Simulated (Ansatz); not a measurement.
Base system: Ge in the diamond structure (space group Fd-3m, No. 227; a = 5.6761 Å).

All numbers come from plane-wave PAW DFT at the PBEsol level (Ansatz, a first-principles code, 420 eV), no SOC, earlier PAW set.

Now apply this change: every Ge is replaced by Sn; the structure is relaxed again.

Measured lattice parameter a: Ge 5.644 Å (static lattice; corrected from measurement; as listed in Daniel Mejia-Rodriguez, S. B. Trickey, Phys. Rev. B (2018)); Sn 6.477 Å (static lattice; corrected from measurement; as listed in Daniel Mejia-Rodriguez, S. B. Trickey, Phys. Rev. B (2018)).

**Question.** How well does PBEsol reproduce the measured shift?

**Answer.** With PBEsol the lattice parameter a moves by +0.865 Å (5.676 → 6.541) against +0.833 Å measured.

Stability against distortions was not tested.
